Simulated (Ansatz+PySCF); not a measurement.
A calculation with Ansatz (development build ahead of 0.2.0).

```yaml
crystal:
  periodic: [false, false, false]
  atoms:
    - { symbol: O, position_ang: [0.0, 0.0, -0.59414] }
    - { symbol: O, position_ang: [0.0, 0.0, 0.59414] }
    - { symbol: O, position_ang: [29.87454, -0.53213, -0.23259] }
    - { symbol: O, position_ang: [30.12546, 0.53213, 0.23259] }
basis:
  gaussian: { orbitals: STO-3G }
magnetization:
  initial_magnetization: 4
hamiltonian:
  xc: hf
correlation:
  method: fci
  frozen_orbitals: { O: 1 }
```

The input is written out in the form of the current development build from the run's settings.

Results

```
Converged                       : yes
Total energy                    : -295.47424 hartree
State                           : lowest quintet root, of any spatial symmetry
Spin squared of the determinant : 6.000
```
